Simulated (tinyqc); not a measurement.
Inside a calculation. Method: extended Hueckel theory, for CH2+. The parameters take no account of the charge, which enters only through the electron count. One step of it, computed by the program tinyqc.

Question. Mulliken analysis. P = C n C^T; charge = valence electrons (H 1, C 4) minus the sum of (P S)_ii on the atom; overlap population = 2 sum P_ij S_ij between two atoms.

coefficients:
```
              MO1        MO2        MO3       MO4        MO5        MO6
1C 2s    0.710696  -0.005508  -0.301780  0.000000  -0.168906   1.170052
1C 2px   0.000000   0.000000   0.000000  1.000000   0.000000   0.000000
1C 2py  -0.002424   0.539555   0.015737  0.000000   1.127608   0.265725
1C 2pz  -0.022884  -0.004861   0.895410  0.000000  -0.127661   0.705386
2H 1s    0.263442   0.419468   0.142833  0.000000  -0.686391  -1.167607
3H 1s    0.240343  -0.454639   0.147240  0.000000   1.009288  -0.724386
```

occupations: 2.000000  2.000000  1.000000  0.000000  0.000000  0.000000

overlap S, lower triangle:
```
           1C 2s    1C 2px     1C 2py    1C 2pz     2H 1s     3H 1s
1C 2s   1.000000
1C 2px  0.000000  1.000000
1C 2py  0.000000  0.000000   1.000000
1C 2pz  0.000000  0.000000   0.000000  1.000000
2H 1s   0.517259  0.000000   0.416491  0.287335  1.000000
3H 1s   0.472808  0.000000  -0.394343  0.272122  0.146360  1.000000
```

Give: charges; Overlap populations.

Answer.

charges: 1C 0.753, 2H 0.133, 3H 0.114

Overlap populations:
```
pair      value
2-1    0.780092
3-1    0.739958
3-2   -0.068423
```
